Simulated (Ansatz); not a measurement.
# CHAl (singlet): from Hartree-Fock to the top rungs at distance Al1–H3 = 1.767 Å, 6-31G

Aim: climb from Hartree-Fock through coupled cluster and multireference methods for CHAl (singlet) at one geometry and basis, and see what each rung misses.

Program: Ansatz 0.2.0, Gaussian basis. Level of theory: 6-31G, core rule «outside noble gas», up to 6 orbitals frozen. These are calculated values, not measurements.

To be run: UHF; CCSD(T) on RHF; CCSD(T) on UHF; BCCD(T) on RHF; CISD; CCSDT(Q) on RHF; CCSDT(Q) on UHF; CISDTQ; CCSDTQ on RHF; CASSCF and MRCISD+Q, 2 electrons in 2 orbitals; CASSCF and NEVPT2, 2 electrons in 2 orbitals; CASSCF and MRCISD+Q, 8 electrons in 9 orbitals; CASSCF and MRCISD+Q(relaxed), 8 electrons in 9 orbitals; CASSCF and NEVPT2, 8 electrons in 9 orbitals; Full CI.

17 further runs of the same task are left out: 2 for a mislabelled method, 11 that didn't finish, 4 set aside as unsound or not needed.

### 1 The geometry

The geometry derives from a PBE0/def2-TZVP stationary point (not a proven minimum). One bond is set to the value named and the two fragments are kept rigid.

3 atoms, charge 0, spin multiplicity 1.

Atoms are counted from 1 here; the program's logs count them from 0.

Bond lengths: Al1–C2 1.924 Å, Al1–H3 1.767 Å. Angles: C2–Al1–H3 180.0°.

### 2 UHF

in.yaml

```yaml
crystal:
  periodic: [false, false, false]
  atoms:
    - {symbol: Al, position_ang: [0.000000, 0.000000, 0.052176]}
    - {symbol: C, position_ang: [0.000000, 0.000000, -1.871353]}
    - {symbol: H, position_ang: [0.000000, 0.000000, 1.819176]}
basis:
  gaussian: {orbitals: 6-31G}
magnetization: {spin_polarized: true, initial_magnetization: 0}
hamiltonian: {xc: hf}
output: {orbitals: {seedname: orbitals}}
```

Run with:

```sh
ansatz run in.yaml --threads 1 --pin off --events-out ev --progress --plain --max-ram 2393MiB
```

Further steps of the session: CCSD(T) on RHF; CCSD(T) on UHF; BCCD(T) on RHF; CISD; CCSDT(Q) on RHF; CCSDT(Q) on UHF; CISDTQ; CCSDTQ on RHF; CASSCF and MRCISD+Q, 2 electrons in 2 orbitals; CASSCF and NEVPT2, 2 electrons in 2 orbitals; CASSCF and MRCISD+Q, 8 electrons in 9 orbitals; CASSCF and MRCISD+Q(relaxed), 8 electrons in 9 orbitals; CASSCF and NEVPT2, 8 electrons in 9 orbitals; Full CI.

**Question.** What will the summary of the whole plan be? Wanted: FCI below the RHF energy; RMP2 from FCI; RCCSD from FCI; RCCSD(T) from FCI; RCCSDT(Q) from FCI; NEVPT2 valence from FCI; MRCISD+Q valence from FCI; MRCISD+Q(relaxed) valence from FCI; T1 diagnostic.

As calculated:

| quantity | value |
| --- | --- |
| FCI below the RHF energy | -4.2279 eV |
| RMP2 from FCI | +1112.8 meV |
| RCCSD from FCI | +320.1 meV |
| RCCSD(T) from FCI | +130.5 meV |
| RCCSDT(Q) from FCI | +35.5 meV |
| NEVPT2 valence from FCI | +254.1 meV |
| MRCISD+Q valence from FCI | +9.8 meV |
| MRCISD+Q(relaxed) valence from FCI | -4.0 meV |
| levels within 1 kcal/mol (43 meV) | RCCSDT(Q), RCCSDTQ, MRCISD valence, MRCISD+Q valence, MRCISD+Q(relaxed) valence |
| T1 diagnostic | 0.034 |
| effectively unpaired electrons | 2.13 |

In words: RCCSD(T) misses by +130.5 meV, 3.1 % of the correlation energy. MRCISD+Q(relaxed) valence falls below full CI: the +Q correction isn't variational, and the cores differ from full CI's. The occupations show strong static correlation (2.1 unpaired electrons where one determinant has 0). Of the multireference levels listed MRCISD+Q(relaxed) valence comes nearest in total energy (-4.0 meV), which doesn't show that its space is the better one. These misses are within one basis, not against nature.
